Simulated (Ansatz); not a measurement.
in.yaml

```yaml
crystal:
  periodic: [false, false, false]
  atoms:
    - {symbol: Al, position_ang: [0.000000, 0.000000, 1.637630]}
    - {symbol: C, position_ang: [0.000000, 0.000000, -4.866370]}
    - {symbol: H, position_ang: [0.000000, 0.000000, 3.228741]}
basis:
  gaussian: {orbitals: 6-31G}
correlation: {method: fic_nevpt4_sd, electrons: all, active_space: {window: {electrons: 4, orbitals: 6}}}
accuracy: high
```

```sh
$ ansatz run in.yaml --threads 1 --pin off --events-out ev --progress --plain --max-ram 2393MiB
```

Problem. Roughly how long does this take on 1 thread of Arm Neoverse V2, shared host, and how much host memory?

Solution. 3.5 s wall and 0.14 GiB.

```
488 factors; integrals over basis functions are off by at most 5.1e-9 eV
mean field evaluation 1: about -7619.0870 eV, gradient 8.8e0 eV
mean field evaluation 2: about -7619.0876 eV, gradient 8.8e0 eV
mean field evaluation 4: about -7619.5462 eV, gradient 5.3e-1 eV
mean field evaluation 8: about -7619.5468 eV, gradient 3.2e-4 eV
mean field evaluation 16: about -7619.5468 eV, gradient 1.2e-4 eV
mean field evaluation 32: about -7619.5313 eV, gradient 1.7e-2 eV
mean field evaluation 64: about -7619.5301 eV, gradient 3.1e-1 eV
mean field -7619.54682248 eV, -280.0131810117 hartree, gradient 2.8e-8 eV, S^2 0.000000; 8 other end points of the search recorded, 0 dependent functions left out; unrestricted orbitals would lower it
reference -7619.54682248 eV, -280.0131810117 hartree; 10, 10 occupied and 14, 14 virtual orbitals, 488 factors
state -7621.11667500 eV, -280.0708720279 hartree
state -7621.11667500 eV, -280.0708720279 hartree; corrected -7622.42654854 eV, -280.1190089926 hartree
state -7621.01312049 eV, -280.0670664697 hartree
state -7621.01312049 eV, -280.0670664697 hartree; corrected -7622.67954623 eV, -280.1283064862 hartree
state -7621.01312049 eV, -280.0670664697 hartree; corrected -7622.67954623 eV, -280.1283064862 hartree
the orbitals are reached from a further start. From the first start the search ends at -7621.11566278 eV, -280.0708348293 hartree
WARN: the results are in doubt because another end's mean lies 0.104 eV lower, and its corrected mean 0.253 eV higher
Total energy: -7622.67954623 eV, -280.1283064862 hartree
In doubt: another end's mean lies 0.104 eV lower, and its corrected mean 0.253 eV higher
```

Natural occupations: 1.9010 1.0000 1.0000 0.0464 0.0464 0.0061.
